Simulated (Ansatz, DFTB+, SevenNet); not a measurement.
Elastic constant C13 of hcp Co: levels of theory against measurement

Reference value: 102 GPa (measured, temperature not stated, no zero-point or thermal correction; as tabulated in Steinle-Neumann et al. (1999), arXiv:cond-mat/9904431).

Put these levels in order of the elastic constant C13 that they give for hcp Co, smallest first: GFN1-xTB (DFTB+), LDA (Ansatz, a program for electronic structure), PBE (Ansatz), SevenNet-0 (SevenNet).

SevenNet-0 (6.6 GPa), PBE (114 GPa), LDA (150 GPa), GFN1-xTB (159 GPa)

Unless a cell is named, each level is at its own relaxed cell (GFN1-xTB 10.35, SevenNet-0 10.78, LDA 10.01, PBE 10.86 Å³/atom).

Differences against the reference: GFN1-xTB +56 %, SevenNet-0 -94 %, LDA +47 %, PBE +11.8 %.

The reference has no zero-point or thermal correction, while the calculations are for a static lattice, so the differences are not the levels' errors alone. Spin-polarised runs: LDA (parallel moments), PBE (parallel moments). GFN1-xTB: the method was fitted mainly to molecules. Each level is taken at its own relaxed cell. Ansatz's density-functional and Hartree–Fock values are scalar-relativistic unless marked +SOC, with PAW data made under PBE.

Machine-learned potentials (SevenNet-0) are trained on DFT data, which may include these solids.

Differences are worked out from the printed values.
